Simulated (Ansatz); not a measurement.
Basis-set extrapolation for C$_{2}$HCl$_{3}$ (`ClC=C(Cl)Cl`) (PBE0-D4/def2-TZVP geometry, frozen core, Ansatz 0.2.0). Multiplicity 1, RHF reference.

```json
{"": "HF", "def2-TZVPP": "-1454.839195", "def2-QZVPP": "-1454.880616"}
{"": "MP2 correlation", "def2-TZVPP": "-0.884904", "def2-QZVPP": "-0.964207"}
{"": "CCSD(T) correlation", "def2-TZVPP": "-0.977826", "def2-QZVPP": "not run"}
```

Energies in hartree. Use E(X) = E(∞) + A·exp(−7.88·√X) for Hartree–Fock and E(X) = E(∞) + B·X^(−2.97) for correlation, with X = 3 and 4, and add CCSD(T) minus MP2 of the smaller set to the MP2 limit.

Task: What is the CCSD(T) energy at the basis-set limit?

Result: HF limit: -1454.880616 + (-0.041421) × 0.13774 = -1454.88632. MP2 limit: -0.964207 + (-0.079303) × 0.74074 = -1.02295. Higher-order term: -0.977826 − (-0.884904) = -0.09292. Total: -1456.00219 hartree, 5.04 eV below CCSD(T)/def2-TZVPP.
